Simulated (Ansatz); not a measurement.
A calculation on rock-salt SrO returned lattice constant a 5.154 Å, cohesive energy 4.91 eV/atom.

For reference: lattice constant a 5.16 Å (measured, 300 K, not corrected to a static lattice; as tabulated in Santana et al. (2016), arXiv:1608.06321); cohesive energy 5.23 ± 0.03 eV/atom (worked out here from tabulated enthalpies at 298 K, copied from a table, unchecked, brought to a static lattice with a Debye model, atoms in their spin–orbit ground levels; inputs from the CRC Handbook).

Task: Which level of theory produced these numbers?
(A) r²SCAN-D4 (Ansatz, a first-principles code)
(B) rVV10 (Ansatz)
(C) HSE06 (Ansatz)
(D) PBE-D3(BJ) (Ansatz)

Result: C, HSE06 (Ansatz)

The others give: rVV10 5.192 Å, 5.33 eV/atom; r²SCAN-D4 5.148 Å, 5.36 eV/atom; PBE-D3(BJ) 5.149 Å, 5.33 eV/atom.

Unless a cell is named, each level is at its own relaxed cell (HSE06 17.11, PBE-D3(BJ) 17.07, r²SCAN-D4 17.06, rVV10 17.49 Å³/atom).

Ansatz's density-functional and Hartree–Fock values are scalar-relativistic unless marked +SOC, with PAW data made under PBE.
